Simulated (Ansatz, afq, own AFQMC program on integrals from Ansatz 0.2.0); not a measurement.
Two steps: Ansatz 0.2.0 writes the Fock matrix and Cholesky factors of the valence space, and afq projects on them the lowest state that overlaps trial and start.

```yaml
crystal:
  periodic: [false, false, false]
  atoms:
    - {symbol: Cl, position_ang: [0.000000, 0.000000, 0.000000]}
basis:
  gaussian: {orbitals: cc-pVQZ}
total_charge: 1
magnetization: {spin_polarized: false}
correlation: {method: ccsd_t, electrons: outside_noble_gas, hamiltonian_folder: ham}
```

```sh
$ ansatz run in.yaml --threads 1 --pin off --events-out ev --progress --plain --max-ram 16896MiB --backend cuda --devices 0, --max-vram 18GiB
```

Options of the walk:

```
--method phaseless --trial hf --walkers 4000 --populations 20 --least-time 40 --time-step 0.005 --steps-per-block 20 --equilibration-blocks 112 --max-blocks 4000 --target-error 0.0007499999999999999 --factor-cut 1e-05 --seed 7576 --taylor-order 6
```

Times are imaginary, in 1/Eh. The walk had a cap of 64 s. With eight or more populations the least sampling time is a fifth of least-time, and the error comes from their spread.

Log:

```
orbitals 54  electrons 3 3  factors 353 of 354
reference energy -458.95466796 Eh
CCSD correlation -0.19630709 Eh in 10 cycles, weight of the determinant in the CISD state 0.8248
energy of the start -458.954668 Eh
 block  time / (1/Eh)  mean weight  energy / Eh
     1     0.100  1.0009  -459.003675
     2     0.200  1.0012  -459.036250
     3     0.300  1.0014  -459.058742
     4     0.400  1.0010  -459.075148
     5     0.500  1.0009  -459.088171
     7     0.700  1.0008  -459.103919
     9     0.900  1.0002  -459.115062
    14     1.400  1.0003  -459.131273
    40     4.000  1.0001  -459.148211
    66     6.600  0.9997  -459.153343
    92     9.200  0.9999  -459.160495
   118    11.800  1.0001  -459.165026
   144    14.400  1.0003  -459.158730
   170    17.000  0.9998  -459.163466
   196    19.600  1.0002  -459.173251
   222    22.200  1.0003  -459.166923
   248    24.800  1.0004  -459.167875
   274    27.400  1.0000  -459.168894
   300    30.000  1.0006  -459.168742
   326    32.600  1.0000  -459.169384
   352    35.200  0.9998  -459.170942
   378    37.800  1.0002  -459.175522
   404    40.400  1.0000  -459.167674
   430    43.000  0.9998  -459.176437
   456    45.600  1.0004  -459.171067
   482    48.200  1.0000  -459.168953
   508    50.800  1.0000  -459.174750
   534    53.400  0.9996  -459.178035
error from the spread of 20 populations
energy -459.169765 +/- 0.001007 Eh
(rows thinned)
```

The run passed its tests (sampling time, drift between the halves within three errors, error under three times the target), which doesn't prove that it has relaxed, ending at its cap on processor time. The second half of the sampling lies below the first by 2.0 errors of their difference, so the energy may still be moving and its error bar be too small.

Against this walk (error 27.4 meV) on the same determinant: CCSD(T) 225.1 meV higher, CCSDT(Q) 51.7 meV higher (within the noise), full CI 40.5 meV higher (within the noise). The error is statistical and leaves out the bias of the constraint. The determinant is a poor start (see the cautions), so the low cluster orders aren't to be relied on, and full CI is the sure value.

Cautions: constraint bias not in the error; error above the target (27.4 against 20.4 meV); another spin lies lower (by 1.44 eV); restricted determinant unstable towards unrestricted (UHF 2.19 eV lower, ⟨S²⟩ 1.03); strong correlation (T1 0.010, weight of the determinant 0.82, largest double 0.25); the determinant fills the p orbitals unequally in pairs, so it mixes two states of the atom (¹D and ¹S), and each level undoes that mixture to a different degree, while full CI gives the lower state; CCSDT(Q) on the UHF determinant differs (1.46 eV lower), perhaps since the unrestricted series falls towards higher spin.

The walk took 64 s on 1 × NVIDIA H100 80GB HBM3 with 2 threads of AMD EPYC 7R13 Processor (Zen 3), on a shared host (the card was shared). The log's last line is the phaseless energy.

CCSDT and higher add their correlation energy to the determinant of the CCSD(T) run, since their own runs factorise the integrals more tightly (a shift of under 2 meV).
